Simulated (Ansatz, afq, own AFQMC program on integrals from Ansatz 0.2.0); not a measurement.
# Where AFQMC and coupled cluster stand for CH₂Ge⁺, quartet

```yaml
atoms:
  - { symbol: Ge, position_ang: [0.0000, -0.0446, 0.2902] }
  - { symbol: C, position_ang: [0.0000, 0.1823, -1.6010] }
  - { symbol: H, position_ang: [0.0000, 1.5086, 0.6403] }
  - { symbol: H, position_ang: [0.0000, -0.4689, -2.4762] }
```

Connectivity, by distances: GeH–CH.

Basis cc-pVDZ. Noble-gas cores (and the filled d shells of Ga–Kr and In–Xe) are frozen. Integrals, coupled cluster, full CI and functionals: Ansatz 0.2.0; the random walks run on the same integrals in our own AFQMC program. The CISD trial takes its coefficients from CCSD amplitudes. Released means that phaseless walkers are propagated on without the constraint, phases kept. Uncertainties: one standard error, sampling alone. No spin–orbit coupling.

Determinant: UHF, the one that the program's search chose, which needn't be the lowest solution. The geometry is a PBE0/def2-TZVP stationary point of this or a neighbouring charge and spin state.

No full CI on the walks' own integrals is used here; CCSDT(Q) serves as the reference and is uncertain by about the last step of the cluster series.

Cautions: no relativity below Rb; no spin-orbit coupling; inner d shell frozen; lower spins were not checked.

```
T1 diagnostic                               : 0.0257
weight of the determinant in the CISD state : 0.898
⟨S²⟩ of the determinant                     : 3.775
size of the correlated space                : 9 electrons in 36 orbitals
```

| level | correlation energy (eV) |
| --- | --- |
| MP2 | -3.7135 |
| CCSD | -4.5963 |
| CCSD(T) | -4.7226 |

(1) Estimate where phaseless AFQMC with a CISD trial lies against CCSD(T) on the same integrals.

(1) 1.2 ± 0.7 kJ/mol below CCSD(T). The gap is under twice the noise, so this walk alone can't tell the two apart.

Reference: CCSDT(Q), correlation energy -4.763 eV. The released energy is read at 1.50 1/Eh (meV from the phaseless value at times in 1/Eh: -3 ± 8 at 0.24, -11 ± 10 at 0.50, -3 ± 9 at 1.00, -14 ± 9 at 1.50).

| level | E − E(reference) (kJ/mol) | share of correlation (%) |
| --- | --- | --- |
| CCSD(T) | 3.9 | 99.15 |
| CCSDT | 0.7 | 99.84 |
| ph-AFQMC/CISD | 2.7 ± 0.7 | 99.42 |
| released AFQMC | 1.4 ± 0.9 | 99.71 |

A walk keeps the symmetry of its determinant, which the program's search chose and which needn't be the lowest solution, so a lower state of the same spin and another symmetry isn't excluded. Released energies are given only where the last usable release times agree within the noise; a slower fall can still hide under it.
